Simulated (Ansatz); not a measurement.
Write a Python script for the Python package of Ansatz (0.2.0) that makes vertical energies of changing the electron count of C₂H₇N, SMILES CNC. Settings (for the species named): MP2, aug-cc-pVDZ basis, multiplicity 1.

The script reads `c2h7n.xyz`:
```text
10

C    -0.85727    0.40429   -0.75358
N    -0.45704   -0.16184    0.51743
C     0.94806   -0.50789    0.55603
H    -1.91498    0.65865   -0.71272
H    -0.70968   -0.34743   -1.52980
H    -0.28716    1.30400   -1.03418
H    -0.66414    0.49765    1.26236
H     1.13627   -1.27794   -0.19295
H     1.18852   -0.91202    1.53778
H     1.61742    0.34253    0.34964
```

`ip_c2h7n.py`:
```python
"""Vertical ionisation energy of C2H7N."""

from dataclasses import dataclass

import ansatz as az


@dataclass(frozen=True)
class Settings:
    basis_set: str = "aug-cc-pVDZ"
    method: str = "mp2"


opts = Settings()


def total_energy(molecule, charge=0, unpaired=0):
    calc = (
        molecule.calculation()
        .basis(gaussian=opts.basis_set)
        .correlation(opts.method)
    )
    if charge:
        calc = calc.charge(charge)
    if unpaired:
        calc = calc.spin("collinear", total=unpaired)
    report = calc.run(threads=1).report
    if report["published_state_doubts"]:
        print("  doubts:", report["published_state_doubts"])
    return report["free_energy_ev"]

system = az.Crystal.molecule_from_extxyz("c2h7n.xyz")

# total-energy differences at one geometry
parent = total_energy(system, 0, 0)
cation = total_energy(system, 1, 1)
print(f"E(N)   = {parent:.5f} eV")
print(f"E(N-1) = {cation:.5f} eV  (1 unpaired)")
print(f"vertical ionisation energy {cation - parent:.3f} eV")
```

`python ip_c2h7n.py` gives:
```text
E(N)   = -3666.70002 eV
E(N-1) = -3657.70576 eV  (1 unpaired)
vertical ionisation energy 8.994 eV
```

At this unrelaxed geometry removing an electron costs 8.99 eV.

What to keep in mind:
- Total energies depend on the basis set; only differences at equal settings carry meaning.
- The geometry is a force-field or estimated start, not a minimum of this method, and the basis set is short of its limit. All parts are taken at fixed geometry, without zero-point energy. At an unrelaxed start these energies can be a whole eV from those at the minimum, and a small affinity can change sign.
- Hardware and time: 7.6 s on 1 thread of Arm Neoverse V1 (shared host), peak memory 0.33 GiB.
